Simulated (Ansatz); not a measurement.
A run on `C/N=C(\F)OC` with other settings.

```yaml
crystal:
  periodic: [false, false, false]
  atoms:
    - {symbol: C, position_ang: [-1.674050, -0.340590, 1.126990]}
    - {symbol: N, position_ang: [-0.513439, 0.092804, 0.390874]}
    - {symbol: C, position_ang: [0.170171, -0.720822, -0.258364]}
    - {symbol: F, position_ang: [-0.063544, -2.029971, -0.356930]}
    - {symbol: O, position_ang: [1.248965, -0.448346, -0.968667]}
    - {symbol: C, position_ang: [1.641871, 0.918718, -0.970598]}
    - {symbol: H, position_ang: [-1.546901, -0.081159, 2.181036]}
    - {symbol: H, position_ang: [-1.877342, -1.412847, 1.053728]}
    - {symbol: H, position_ang: [-2.550072, 0.205590, 0.768179]}
    - {symbol: H, position_ang: [2.532536, 0.965838, -1.593111]}
    - {symbol: H, position_ang: [1.861048, 1.253155, 0.044390]}
    - {symbol: H, position_ang: [0.847758, 1.542432, -1.383426]}
basis:
  gaussian: {orbitals: cc-pVDZ, fitting: {mean_field: def2-universal-jkfit}, point_charges: [{charge: 2.00, position_ang: [6.816, 0.070, 0.965]}]}
magnetization: {spin_polarized: true, initial_magnetization: 2}
hamiltonian: {xc: {name: B2PLYP}, pseudopotentials: {relativity: none}}
accuracy: high
output: {forces: true}
```

```sh
$ ansatz run in.yaml --threads 4 --pin off --events-out ev --progress --plain --max-ram 10444MiB
```

Shortened log:

```
Functional definition: B2PLYP
564 factors; integrals over basis functions are off by at most 2.5e-1 eV
mean field evaluation 1: about -9436.4503 eV, gradient 2.6e1 eV
mean field evaluation 2: about -9436.4530 eV, gradient 2.6e1 eV
mean field evaluation 4: about -9439.8453 eV, gradient 3.0e0 eV
mean field evaluation 8: about -9439.9481 eV, gradient 1.3e-1 eV
mean field evaluation 16: about -9439.9483 eV, gradient 8.8e-4 eV
mean field evaluation 32: about -9439.9483 eV, gradient 1.5e-7 eV
mean field -9439.94832683 eV, -346.9117023843 hartree, gradient 6.5e-8 eV, S^2 2.011382; 2 other end points of the search recorded, 0 dependent functions left out
6 core orbitals not correlated: weight in the atoms' cores, before any rotation towards them, 1.000 or more for the frozen orbitals, at most 0.000 for the correlated occupied ones
reference -9439.94835370 eV, -346.9117033718 hartree; 19, 17 occupied and 89, 91 virtual orbitals, 564 factors
second order -29.48125240 eV of doubles, -0.00000000 eV of singles
Total energy: -9447.90829185 eV, -347.2042257033 hartree
Atom 0 at    -1.674050    -0.340590     1.126990 Å, force     0.849990    -0.233084    -0.684027 eV/Å
Atom 1 at    -0.513439     0.092804     0.390874 Å, force    -7.570402     8.509069     6.964259 eV/Å
Atom 2 at     0.170171    -0.720822    -0.258364 Å, force     5.679092    -8.423179    -5.212620 eV/Å
Atom 3 at    -0.063544    -2.029971    -0.356930 Å, force    -0.653842    -1.581355     0.032571 eV/Å
Atom 4 at     1.248965    -0.448346    -0.968667 Å, force     2.132819     1.216518    -1.246898 eV/Å
Atom 5 at     1.641871     0.918718    -0.970598 Å, force    -0.266091    -0.518563    -0.141700 eV/Å
Atom 6 at    -1.546901    -0.081159     2.181036 Å, force    -0.025677     0.263801     0.457872 eV/Å
Atom 7 at    -1.877342    -1.412847     1.053728 Å, force    -0.007523    -0.225023    -0.077120 eV/Å
Atom 8 at    -2.550072     0.205590     0.768179 Å, force    -0.375323     0.337227    -0.057770 eV/Å
Atom 9 at     2.532536     0.965838    -1.593111 Å, force     0.263746     0.092773    -0.317715 eV/Å
Atom 10 at     1.861048     1.253155     0.044390 Å, force     0.088970     0.277721     0.423089 eV/Å
Atom 11 at     0.847758     1.542432    -1.383426 Å, force    -0.061510     0.327565    -0.120383 eV/Å
Dipole moment:    -0.431934     0.329836     0.173609 e Å
```

Hardware: 4 threads of an Intel Xeon 6975P-C on a shared host. Wall time 8.5 s, peak host memory 0.56 GiB.
